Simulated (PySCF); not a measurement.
Several molecules and their computed UV-vis stick spectra, shuffled. Level of theory: TDDFT CAM-B3LYP/def2-SVPD, vertical, gas phase, core orbitals frozen in the response (PySCF 2.14.0, density-fitted response routines). Geometries: PBE0-D3(BJ)/def2-SVP; one conformer of each isolated species. Triplets are in the Tamm–Dancoff approximation. Relativistic effects are left out although some hold elements past zinc.

A. `CC(=O)O[C@H]1CC[SiH2]C1` (C6H12O2Si)
B. `N#CO` (CHNO)
C. `C=[C](C)[Ge@@H]([CH3])[O][SiH3]` (C4H12GeOSi)

Lowest singlet levels (six at most, fewer where fewer were computed) with oscillator strengths:

1. 6.36 eV (f 0.002); 6.90 eV (f 0.265); 7.06 eV (f 0.040); 7.31 eV (f 0.009); 7.38 eV (f 0.013); 7.74 eV (f 0.004); T1 4.22 eV
2. 5.93 eV (f 0.001); 7.68 eV (f 0.027); 7.86 eV (f 0.080); 8.02 eV (f 0.169); 8.07 eV (f 0.024); 8.36 eV (f 0.006); T1 5.42 eV
3. 6.92 eV (f 0.003); 7.55 eV (f 0.001); 7.64 eV (f 0.007); 8.38 eV (f 0.001); 8.83 eV (f 0.000); 9.06 eV (f 0.012); T1 6.60 eV

Question: Match each spectrum to its molecule.

Answer: 1 = C, 2 = A, 3 = B.
- A: S1 at 5.93 eV, HOMO→LUMO+2 (54%), HOMO-1→LUMO+2 (17%), HOMO→LUMO+1 (12%); Löwdin shares by element: HOMO oxygen 56%, carbon 14% or more (atoms not listed hold the other 30%); LUMO silicon 21%, carbon 20% or more (atoms not listed hold the other 59%); HOMO -9.37 and LUMO 1.10 eV.
- B: S1 at 6.92 eV, HOMO→LUMO (96%); Löwdin shares by element: HOMO nitrogen 47%, carbon 29%, oxygen 23%; LUMO oxygen 38%, carbon 33%, hydrogen 26%; HOMO -10.53 and LUMO -0.03 eV; point group Cs, 1 of its 6 listed states under f = 0.0005.
- C: S1 at 6.36 eV, HOMO-1→LUMO (73%); Löwdin shares by element: HOMO carbon 78% or more (atoms not listed hold the other 22%); LUMO carbon 47% or more, germanium 13%, oxygen 7% (atoms not listed hold the other 34%); HOMO -9.05 and LUMO 0.59 eV.
